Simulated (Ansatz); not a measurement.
## Scan of the O1–C2 bond length

CH₃FO (SMILES OCF), closed shell, at its PBE0-D4/def2-TZVP minimum:

O1  (-0.794, -0.697, -0.247)
C2  (0.250, 0.049, 0.231)
F3  (-0.094, 1.383, 0.324)
H4  (-0.929, -0.495, -1.178)
H5  (1.137, 0.005, -0.413)
H6  (0.472, -0.309, 1.237)
(Å)

The bond length O1–C2 (1.370 Å at the minimum) is set to the values below, with the rest relaxed at PBE0-D4/def2-TZVP at each step. Each method's energies count from its own value at the PBE0-D4 minimum structure. Program: Ansatz 0.2.0. Basis: def2-TZVPP. Cores are frozen in the correlated methods. B3LYP uses VWN-RPA correlation.

CCSD(T) energies along the scan:
```
bond length (Å)  CCSD(T) (eV)
          1.346         0.020
          1.423         0.026
          1.505         0.203
          1.592         0.502
          1.684         0.880
          1.781         1.304
```
They count from the CCSD(T) energy at the PBE0-D4 minimum.

Minimum and curvature along this coordinate at CCSD(T): A fifth-order fit through the nearest points gives 1.381 Å, with a curvature of about 34 eV/Å².

Largest difference from the CCSD(T) curve over the scan: r2SCAN-D4 0.054; PBE0-D4 0.087; B3LYP-D4 0.052; HF 0.404 eV. Each curve counts from its own value at the minimum.

T1 diagnostic: at most 0.015.

For scale, one of the runs: CCSD(T)/def2-TZVPP, 135 basis functions (an equivalent command: `ansatz run in.yaml --threads 2`). The run took 21 s on 2 CPU threads (shared host), with 0.79 GiB of host memory at its peak.
